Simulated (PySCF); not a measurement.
Species: C₅H₉ (charge +1).
SMILES with atom numbers: `[CH2:1]=[CH:2][C+:3]([CH3:4])[CH3:5]` (hydrogens: H6, H7 on C1; H8 on C2; H9, H10, H11 on C4; H12, H13, H14 on C5)

The same species was optimised twice, with GFN2-xTB and with PBE0-D3(BJ)/def2-SVP (PySCF), and the same property calculations (PySCF, gas phase) were run on both structures.

```
     coordinate  GFN2-xTB  PBE0-D3(BJ)/def2-SVP  change
      C1–H6 (Å)     1.079                 1.095  +0.016
      C1–H7 (Å)     1.079                 1.094  +0.015
      C4–H9 (Å)     1.099                 1.113  +0.014
     C5–H14 (Å)     1.090                 1.103  +0.013
      C3–C4 (Å)     1.455                 1.467  +0.012
      C3–C5 (Å)     1.454                 1.466  +0.012
      C2–H8 (Å)     1.083                 1.094  +0.011
     C5–H12 (Å)     1.098                 1.109  +0.011
      C1=C2 (Å)     1.348                 1.359  +0.011
     C4–H10 (Å)     1.088                 1.098  +0.010
     C4–H11 (Å)     1.091                 1.099  +0.008
     C5–H13 (Å)     1.086                 1.094  +0.008
      C2–C3 (Å)     1.423                 1.424  +0.001
   C3–C4–H9 (°)     107.5                 105.4    -2.1
  C3–C5–H13 (°)     114.4                 115.9    +1.5
   C1–C2–C3 (°)     125.2                 123.8    -1.4
 H12–C5–H13 (°)     107.4                 108.7    +1.3
  C3–C5–H14 (°)     111.4                 110.1    -1.3
  H9–C4–H11 (°)     104.7                 105.9    +1.2
   C3–C2–H8 (°)     116.1                 117.2    +1.1
  C3–C5–H12 (°)     107.6                 106.6    -1.0
C1–C2–C3–C4 (°)      -173                   177     -10
```

Rotational constants: A = 8312, B = 3960, C = 2774 MHz (GFN2-xTB) against A = 8237, B = 3931, C = 2751 MHz (PBE0-D3(BJ)/def2-SVP). Atoms that the bonding makes alike are paired by their places after alignment.

On the GFN2-xTB structure: lowest singlet, TDDFT (eV) 5.09 [wB97X-D/def2-SVPD]; lowest triplet, Tamm–Dancoff (eV) 2.85 [wB97X-D/def2-SVPD]; isotropic polarisability (au) 59.1 [wB97X-D/def2-SVPD]; HOMO (eV) -16.02 [wB97X-D/def2-SVPD]; LUMO (eV) -7.02 [wB97X-D/def2-SVPD]; HOMO (eV) -14.24 [PBE0/pcSseg-1]; LUMO (eV) -8.85 [PBE0/pcSseg-1]; GIAO shielding of C1 (ppm) -0.6 [PBE0/pcSseg-1]; GIAO shielding of C2 (ppm) 36.8 [PBE0/pcSseg-1]; GIAO shielding of C3 (ppm) -93.4 [PBE0/pcSseg-1]; GIAO shielding of C4/C5 (mean) (ppm) 145.3 [PBE0/pcSseg-1].

Question: What do these properties become on the PBE0-D3(BJ)/def2-SVP structure?

Answer: 
| property | level | on GFN2-xTB | on PBE0-D3(BJ)/def2-SVP | change |
| --- | --- | --- | --- | --- |
| lowest singlet, TDDFT (eV) | wB97X-D/def2-SVPD | 5.09 | 5.17 | +0.08 |
| lowest triplet, Tamm–Dancoff (eV) | wB97X-D/def2-SVPD | 2.85 | 2.85 | 0.00 |
| isotropic polarisability (au) | wB97X-D/def2-SVPD | 59.1 | 60.2 | +1.1 |
| HOMO (eV) | wB97X-D/def2-SVPD | -16.02 | -16.04 | -0.02 |
| LUMO (eV) | wB97X-D/def2-SVPD | -7.02 | -7.00 | +0.02 |
| energy, GFN2-xTB geometry as zero (kcal/mol) | wB97X-D/def2-SVPD | 0.0 | -1.2 | -1.2 |
| HOMO (eV) | PBE0/pcSseg-1 | -14.24 | -14.26 | -0.02 |
| LUMO (eV) | PBE0/pcSseg-1 | -8.85 | -8.83 | +0.02 |
| energy, GFN2-xTB geometry as zero (kcal/mol) | PBE0/pcSseg-1 | 0.0 | -0.8 | -0.8 |
| GIAO shielding of C1 (ppm) | PBE0/pcSseg-1 | -0.6 | -7.2 | -6.6 |
| GIAO shielding of C2 (ppm) | PBE0/pcSseg-1 | 36.8 | 35.3 | -1.5 |
| GIAO shielding of C3 (ppm) | PBE0/pcSseg-1 | -93.4 | -91.4 | +2.0 |
| GIAO shielding of C4/C5 (mean) (ppm) | PBE0/pcSseg-1 | 145.3 | 144.1 | -1.2 |

The heavy atoms differ by 0.023 Å rms after alignment. Among all bonds C1–H6 and C1–H7 change most and about equally (+0.015 to +0.016 Å). Changes are differences of the printed values. Neither structure is proved a minimum here. Geometry: PBE0-D3(BJ)/def2-SVP; no solvent, vibrations or thermal averaging.

Shape of the structure used: `[CH2:1]=[CH:2][C+:3]([CH3:4])[CH3:5]`: C1–C2–C3–C4 177°.

The pairwise dispersion term of wB97X-D wasn't added to the energies; at a given geometry it leaves orbitals and properties as they are.
